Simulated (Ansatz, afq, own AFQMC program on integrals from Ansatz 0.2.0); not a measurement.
Integrals from Ansatz 0.2.0, then the random walk in our own AFQMC program (afq).

```yaml
crystal:
  periodic: [false, false, false]
  atoms:
    - {symbol: Si, position_ang: [0.000000, 0.000000, 2.279067]}
    - {symbol: Ga, position_ang: [0.000000, 0.000000, -0.867599]}
    - {symbol: H, position_ang: [0.000000, -1.852644, -1.744725]}
    - {symbol: H, position_ang: [0.000000, 1.852644, -1.744725]}
basis:
  gaussian: {orbitals: cc-pVDZ}
magnetization: {spin_polarized: true, initial_magnetization: 3}
correlation: {method: ccsd_t, electrons: outside_noble_gas, hamiltonian_folder: ham}
```

```sh
$ ansatz run in.yaml --threads 1 --pin off --events-out ev --progress --plain --max-ram 1382MiB
```

Options of the walk:

```
--method phaseless --trial cisd --walkers 60 --populations 1 --least-time 40 --time-step 0.005 --steps-per-block 50 --equilibration-blocks 40 --max-blocks 300 --target-error 0.00072 --factor-cut 1e-05 --start spin_pure --seed 2296 --release-times 0.24,0.51,0.99,1.62,2.4 --release-step 0.03 --release-every 4 --taylor-order 6
```

Times are imaginary, in 1/Eh. The walk had a cap of 1002 s. Filled inner d shells are frozen with the cores.

```
orbitals 36  electrons 6 3  factors 257 of 593
reference energy -2213.13174962 Eh
CCSD correlation -0.15510249 Eh in 16 cycles, weight of the determinant in the CISD state 0.8251
energy of the start -2213.283584 Eh
 block  time / (1/Eh)  mean weight  energy / Eh
     1     0.250  1.0001  -2213.282586
     2     0.500  0.9995  -2213.283747
     3     0.750  1.0006  -2213.285494
     4     1.000  1.0019  -2213.286320
     5     1.250  0.9986  -2213.286619
     9     2.250  1.0008  -2213.290372
    21     5.250  0.9995  -2213.293711
    41    10.250  1.0008  -2213.294221
    56    14.000  1.0010  -2213.295539
    61    15.250  0.9997  -2213.291449
    81    20.250  0.9985  -2213.292362
   101    25.250  1.0016  -2213.288041
   121    30.250  1.0001  -2213.292334
   141    35.250  1.0012  -2213.288795
   146    36.500  1.0004  -2213.287289
   161    40.250  1.0009  -2213.292906
   181    45.250  0.9984  -2213.293587
   196    49.000  0.9990  -2213.294504
blocks merged  error / Eh  count
     1  0.000214  160
     2  0.000270  80
     4  0.000331  40
     8  0.000351  20
    16  0.000343  10
released: time / (1/Eh)  energy / Eh  error  mean overlap
  0.24  -2213.291940  0.000425  0.9938
  0.51  -2213.292482  0.000495  0.9876
  0.99  -2213.293067  0.000380  0.9864
  1.62  -2213.293835  0.000562  0.9879
  2.40  -2213.295169  0.000661  0.9654
energy -2213.291682 +/- 0.000351 Eh
(rows thinned)
```

(1) Estimate how long the walk took on 1 thread of Intel(R) Xeon(R) Platinum 8259CL CPU @ 2.50GHz (Skylake/Cascade Lake), with other jobs on the host.

The run passed its tests (sampling time, drift between the halves within three errors, error under three times the target), which doesn't prove that it has relaxed.

Against this walk (error 9.5 meV) on the same determinant: CCSD(T) 1.2 meV lower (within the noise), CCSDT(Q) 73.3 meV lower. The error is statistical and leaves out the bias of the constraint. The determinant has ⟨S²⟩ = 3.85, so the low cluster orders mix in higher spin (the high orders can go on to a lower state of that spin), while the walk starts as a pure quartet. None of these is a sure reference here. The released energies are still falling (meV from the phaseless value at times in 1/Eh: -7 ± 12 at 0.24, -22 ± 13 at 0.51, -38 ± 10 at 0.99, -59 ± 15 at 1.62, -95 ± 18 at 2.40), so they give no level; they do show a bias of the constraint, and the last of them that isn't too noisy lies 22 meV below CCSDT(Q).

Cautions: constraint bias not in the error; no relativity below Rb; no spin-orbit coupling; inner d shell frozen; lower spins were not checked; higher spins were not checked; raised T1 diagnostic (T1 0.043, weight of the determinant 0.83, largest double 0.09); unrestricted determinant spin contaminated (⟨S²⟩ 3.85 against 3.75); the bias of populations of 60 walkers isn't removed.

## Answers

(1) 9 min of wall time.

CCSDT and higher add their correlation energy to the determinant of the CCSD(T) run, since their own runs factorise the integrals more tightly (a shift of under 2 meV). A walk keeps the symmetry of its determinant, which the program's search chose and which needn't be the lowest solution, so a lower state of the same spin and another symmetry isn't excluded.
